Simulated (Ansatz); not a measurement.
C$_{4}$H$_{6}$ClN (`C/C=N\C=C\Cl`), relaxed with RKS PBE0-D4/def2-TZVP in the Gaussian-basis code of Ansatz from a PBE-D4/def2-SVP geometry. The force threshold is 0.005 eV/Å; the program also tests the step.

The species carries charge 0 and has multiplicity 1.

Start:

```xyz
12

C    -0.806    1.719    0.304
C    -1.138    0.297    0.662
N    -0.499   -0.794    0.395
C     0.686   -0.799   -0.322
C     1.288   -1.989   -0.570
Cl    2.765   -2.126   -1.453
H    -1.612    2.146   -0.333
H     0.156    1.841   -0.229
H    -0.780    2.345    1.221
H    -2.077    0.168    1.242
H     1.161    0.129   -0.701
H     0.856   -2.937   -0.216
```

```tsv
step	energy (eV)	largest force (eV/Å)	largest move (Å)
1	-18248.9479	0.754	0.000
2	-18249.0149	0.330	0.041
3	-18249.0200	0.043	0.009
4	-18249.0201	0.021	0.004
5	-18249.0202	0.012	0.003
6	-18249.0202	0.006	0.002
7	-18249.0202	0.003	0.002
```

End:

```xyz
12

C    -0.791    1.701    0.298
C    -1.128    0.291    0.653
N    -0.507   -0.789    0.393
C     0.677   -0.792   -0.322
C     1.270   -1.960   -0.559
Cl    2.736   -2.094   -1.432
H    -1.590    2.121   -0.322
H     0.153    1.817   -0.231
H    -0.756    2.307    1.208
H    -2.053    0.171    1.222
H     1.132    0.124   -0.695
H     0.856   -2.897   -0.210
```

Run time 28 s (4 threads of a server CPU on a shared host); peak host memory 0.64 GiB.
